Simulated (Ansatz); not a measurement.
Working through a single point in a Gaussian basis of C4H9NO, SMILES CCN(C)C=O

With the Ansatz DFT code, driven from Python.

Run as a notebook:

```python
from pathlib import Path

import ansatz as az
from rdkit import Chem
from rdkit.Chem import AllChem
```

```python
BASIS_SET = "6-31G*"
FUNCTIONAL = "HF"
```

```python
# start geometry from RDKit
rd = Chem.AddHs(Chem.MolFromSmiles("CCN(C)C=O"))
AllChem.EmbedMolecule(rd, randomSeed=709)
AllChem.UFFOptimizeMolecule(rd)
molecule = az.Crystal.molecule()
for atom, xyz in zip(rd.GetAtoms(), rd.GetConformer().GetPositions()):
    molecule = molecule.atom(atom.GetSymbol(), xyz.round(5).tolist())

model = molecule.calculation()
model = model.basis(gaussian=BASIS_SET)
model = model.functional(FUNCTIONAL)
model = model.orbitals()
result = model.run(threads=1, pin="off", runs_dir="c4h9no_runs")
summary = result.report
```

    

```python
summary["reference_energy_ev"]
```

    -7782.526653740764

```python
print("reference energy %16.6f eV" % summary["reference_energy_ev"])
print("total energy     %16.6f eV" % summary["free_energy_ev"])
print("occupied orbitals outside the frozen core (up, down):", summary["n_occupied"], " frozen:", summary["n_frozen"], " virtual:", summary["n_virtual"])
```

    reference energy     -7782.526654 eV
    total energy         -7782.526654 eV
    occupied orbitals outside the frozen core (up, down): [24, 24]  frozen: 0  virtual: [84, 84]

```python
state = summary["mean_field"]["state"]
print(f"mean field: {state['energy']['hartree']:.7f} Ha, <S^2> = {abs(state['spin_squared']):.4f}, stability: {state.get('stability', {}).get('kind')}")
```

    mean field: -286.0025793 Ha, <S^2> = 0.0000, stability: minimum

```python
lines = Path(summary["orbitals_path"]).read_text().splitlines()
field_of = lambda key: [line.split("=")[1].strip() for line in lines if line.startswith(key)]
orbitals = [(27.211386 * float(e), s, float(n)) for e, s, n in zip(field_of("Ene="), field_of("Spin="), field_of("Occup="))]
homo = max(e for e, _, n in orbitals if n > 0.5)
lumo = min(e for e, _, n in orbitals if n < 0.5)
for e, spin, n in sorted(orbitals):
    if homo - 10 < e < lumo + 5:
        print(f"{spin:6s} {e:10.3f} eV  occupation {n:.0f}")
```

    Alpha     -18.787 eV  occupation 2
    Alpha     -17.758 eV  occupation 2
    Alpha     -17.047 eV  occupation 2
    Alpha     -16.124 eV  occupation 2
    Alpha     -15.940 eV  occupation 2
    Alpha     -15.239 eV  occupation 2
    Alpha     -14.581 eV  occupation 2
    Alpha     -14.295 eV  occupation 2
    Alpha     -13.712 eV  occupation 2
    Alpha     -13.532 eV  occupation 2
    Alpha     -11.500 eV  occupation 2
    Alpha      -9.793 eV  occupation 2
    Alpha       4.644 eV  occupation 0
    Alpha       5.890 eV  occupation 0
    Alpha       6.845 eV  occupation 0
    Alpha       7.309 eV  occupation 0
    Alpha       7.471 eV  occupation 0
    Alpha       7.737 eV  occupation 0
    Alpha       8.446 eV  occupation 0
    Alpha       8.765 eV  occupation 0
    Alpha       8.899 eV  occupation 0
    Alpha       9.200 eV  occupation 0
    Alpha       9.285 eV  occupation 0

Caveats:
- Total energies depend on the basis set; only differences at equal settings carry meaning.
- The geometry is a force-field or estimated start, not a minimum of this method, and the basis set is short of its limit.
- Alpha marks a spatial orbital of a restricted run, filled by both spins.
- Levels such as HOMO and LUMO are orbital energies: in Hartree-Fock the gap is too wide and the LUMO hangs on the basis.
- The whole script took 2.3 s on 1 thread of Intel(R) Xeon(R) Platinum 8375C CPU @ 2.90GHz (Ice Lake), on a shared host, peak memory 0.33 GiB.

(Lines on the test bed's own set-up are left out of the output.)
